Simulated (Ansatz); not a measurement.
in.yaml

```yaml
crystal:
  periodic: [false, false, false]
  atoms:
    - {symbol: Al, position_ang: [0.000000, -0.104505, 0.024806]}
    - {symbol: H, position_ang: [0.000000, 1.736171, -1.921717]}
    - {symbol: H, position_ang: [0.000000, 1.061336, 1.257686]}
basis:
  gaussian: {orbitals: "6-31++G**"}
total_charge: -1
magnetization: {spin_polarized: true, initial_magnetization: 0}
correlation: {method: bccd_t, electrons: outside_noble_gas, diis_vectors: 1}
accuracy: high
scf: {omitted_lower_state_checks: [cluster_reference]}
```

```sh
$ ansatz run in.yaml --threads 1 --pin off --events-out ev --progress --plain --max-ram 2393MiB
```

Output:

```
these checks for a lower state are left out or cut short: cluster_reference
606 factors; integrals over basis functions are off by at most 3.9e-9 eV
mean field evaluation 1: about -6610.8068 eV, gradient 6.4e0 eV
mean field evaluation 2: about -6610.8086 eV, gradient 6.4e0 eV
mean field evaluation 4: about -6611.5420 eV, gradient 6.1e-1 eV
mean field evaluation 8: about -6611.5553 eV, gradient 1.5e-3 eV
mean field evaluation 16: about -6611.5698 eV, gradient 4.2e-3 eV
mean field evaluation 32: about -6611.5553 eV, gradient 1.7e-8 eV
mean field -6611.56979234 eV, -242.9707083856 hartree, gradient 2.7e-8 eV, S^2 0.180847; 4 other end points of the search recorded, 0 dependent functions left out
5 core orbitals not correlated: weight in the atoms' cores, before any rotation towards them, 1.000 or more for the frozen orbitals, at most 0.000 for the correlated occupied ones
reference -6611.56979234 eV, -242.9707083856 hartree; 3, 3 occupied and 27, 27 virtual orbitals, 606 factors
second order -1.77359208 eV of doubles, -0.00000000 eV of singles
cycle   1  -2.19787258 eV  change   -4.2e-1 eV  update   7.9e-2
cycle   2  -2.45955604 eV  change   -2.6e-1 eV  update   4.7e-2
cycle   3  -2.51489512 eV  change   -5.5e-2 eV  update   3.0e-2
cycle   4  -2.55493983 eV  change   -4.0e-2 eV  update   2.4e-2
...
cycle  74  -2.54894662 eV  change   2.7e-10 eV  update   2.6e-9
cycle  75  -2.54894662 eV  change   3.8e-10 eV  update   2.0e-9
cycle  76  -2.54894662 eV  change   7.2e-11 eV  update   1.6e-9
cycle  77  -2.54894662 eV  change   1.9e-10 eV  update   1.3e-9
cycle  78  -2.54894661 eV  change   1.1e-10 eV  update   1.1e-9
cycle  79  -2.54894661 eV  change   2.0e-10 eV  update  9.1e-10
cycle  80  -2.54894661 eV  change   5.9e-11 eV  update  7.0e-10
cycle  81  -2.54894661 eV  change   8.5e-11 eV  update  5.5e-10
cycle  82  -2.54894661 eV  change   2.6e-11 eV  update  4.6e-10
cycle  83  -2.54894661 eV  change   6.5e-11 eV  update  3.9e-10
perturbative correction -0.06267448 eV, -0.0023032448 hartree
Total energy: -6614.18141344 eV, -243.0666836907 hartree
Checks for a lower state left out: cluster_reference
```

Ran on 1 thread of Arm Neoverse V1, shared host: 2.3 s wall, 0.17 GiB peak host memory.
